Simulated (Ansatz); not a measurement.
`C/C(F)=C/CF` + H₂ → `C/C=C(/C)F` + H–F at 298.15 K and 1 bar (hydrogenolysis of a C–F bond).

Program: Ansatz. Geometries: PBE0-D4/def2-TZVP. ΔE: electronic, gas phase. CBS: MP2 limit from def2 TZ/QZ plus the TZ coupled-cluster correction, frozen cores. This one scheme is used for every species. Double bonds are as drawn, so ΔE can hold a change between cis and trans. Each species was taken in one conformer, which may not be the lowest.

| species | CCSD(T)/CBS energy (Eh) | H − E (kJ/mol) | S (J/(mol·K)) |
| --- | --- | --- | --- |
| `C/C(F)=C/CF` | -355.37707 | 266.5 | 339.3 |
| H₂ | -1.17544 | 35.1 | 130.4 |
| `C/C=C(/C)F` | -256.19879 | 282.6 | 318.0 |
| H–F | -100.39570 | 33.5 | 173.6 |

H − E and S are ideal-gas, rigid-rotor, harmonic terms from PBE0-D4/def2-TZVP, for one conformer and one mirror image of each species. The MP2-based limit puts H₂ 0.8 mEh under its directly extrapolated value; such offsets cancel only in part. 1 Eh = 2625.50 kJ/mol, R = 8.31446 J/(mol·K).

Q: By hand: ΔE, ΔH, ΔS and ΔG.

A: ΔE = (-256.19879) + (-100.39570) − (-355.37707) − (-1.17544) = -0.04198 Eh = -110.2 kJ/mol. Δ(H − E) = 282.6 + 33.5 − 266.5 − 35.1 = 14.5, so ΔH = -95.7 kJ/mol. ΔS = 318.0 + 173.6 − 339.3 − 130.4 = 21.9 J/(mol·K). ΔG = -95.7 − 298.15 × (21.9)/1000 = -102.2 kJ/mol.

Q: By hand: the equilibrium constant, and the temperature at which ΔG would vanish if ΔH and ΔS stayed fixed.

A: log₁₀ K = −ΔG/(RT ln 10) = 17.9. ΔH and −TΔS have one sign here, so there is no such temperature.

ΔH outweighs TΔS. A doubt of 5 kJ/mol in ΔE shifts log₁₀ K by 0.9 here. Other conformers and mirror images would add mixing entropy, several J/(mol·K) or more a flexible species. These are equilibria of isolated gas molecules and say nothing of rates. Largest T1 diagnostic: 0.011 (customary marks: 0.02 for closed shells, 0.045 for open ones).
